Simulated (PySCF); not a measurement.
Input of a run (PBE0-D3(BJ)/def2-SVP geometry optimisation, gas phase (PySCF 2.14.0)), started from GFN2-xTB:
```
{"job": {"xc": "PBE0", "basis": "def2-SVP", "d3": "d3bj", "grid": 1, "shake": 0.01, "kind": "geom"}, "charge": 0, "multiplicity": 1}
C      2.147560     0.348730     0.458230
C      1.238210     0.083190    -0.484350
C      0.016480    -0.780940    -0.275070
C     -1.177550     0.022130    -0.482450
C     -2.086690     0.257810     0.466500
F     -3.194480     1.004000     0.256480
H      2.986210     1.005110     0.261810
H      2.056060    -0.009860     1.450360
H      1.347170     0.498510    -1.460610
H      0.045860    -1.198690     0.750840
H      0.047330    -1.602840    -0.981060
H     -1.364840     0.430260    -1.459060
H     -2.055500    -0.074290     1.488060
```

Output (energies in Eh, forces in Eh/bohr):
```
step   0  E = -293.98144296  max force = 0.034049
step   1  E = -293.98615595  max force = 0.006060
step   2  E = -293.98639720  max force = 0.003919
step   3  E = -293.98651280  max force = 0.003023
step   4  E = -293.98649534  max force = 0.003202
step   5  E = -293.98654619  max force = 0.002008
step   6  E = -293.98659246  max force = 0.001026
step   7  E = -293.98659798  max force = 0.000604
step   8  E = -293.98660105  max force = 0.000292
optimisation converged
```

Task: Summarise the run.

Result: The energy falls by 0.140 eV over 9 energy and gradient evaluations, the largest force component goes from 0.0340 to 2.9e-04 Eh/bohr, and the atoms move by 0.066 Å rms after alignment. The bond that changes most is C3–C4 (allylic carbon to alkene CH carbon), which lengthens by 0.045 Å. Bonds longer at the end by more than 0.005 Å: 7 of 12; shorter: 4. Among the angles that change most is C2–C3–C4, from 109.2° to 112.5°. The energy rose by more than 1e-6 Eh at step 4. The first step brought 91 % of the lowering.

Task: What are the final bond lengths?

Result: C1=C2 1.332 Å, C2–C3 1.501 Å, C3–C4 1.499 Å, C4=C5 1.328 Å, C5–F6 1.331 Å, C1–H7 1.093 Å, C1–H8 1.095 Å, C2–H9 1.098 Å, C3–H10 1.102 Å, C3–H11 1.107 Å, C4–H12 1.096 Å, C5–H13 1.095 Å. Numbering counts from 1 in the input's order; the species is `C=CC/C=C/F`.

The run used 119 basis functions and 59 SCF cycles in all.

No PBE0-D3(BJ)/def2-SVP frequencies stand behind this structure, so it isn't proved a minimum. The numbers are those of one conformer.

Shape of the structure used: `[CH2:1]=[CH:2][CH2:3]/[CH:4]=[CH:5]/[F:6]`: C1–C2–C3–C4 120°, C2–C3–C4–C5 -120°.
